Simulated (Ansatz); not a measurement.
**H3NOSi−: structure from calculated spectroscopic constants**

These gas-phase data were calculated for one isomer of H3NOSi− at B3LYP-D3(BJ)/def2-SVPD (harmonic, unscaled wavenumbers; equilibrium rotational constants with average atomic masses):

```
rotational constants            : 24.43, 7.866, 6.157 GHz
all wavenumbers above 1500 cm⁻¹ : 3806, 3546, 1821
```

Candidates:

(1) the doublet with the links of `[NH-][SiH]O`
(2) the doublet with the links of `N[SiH][O-]`

Which structure fits?

Candidate (1). 1 mode lies between 3250 and 3800 cm⁻¹, one for each N–H bond, while (2) has 2.

The same quantities for all candidates:

```tsv
	rotational constants (GHz)	wavenumbers above 1500 cm⁻¹	E above the lowest, B3LYP-D3(BJ)/def2-SVPD (kcal/mol)
(1)	24.43, 7.866, 6.157	3806, 3546, 1821	12.7
(2)	29.13, 6.884, 5.914	3564, 3455, 1916, 1532	0.0
```

Each candidate is one conformer. Open shells are spin-unrestricted. Programs: Ansatz 0.2.0.
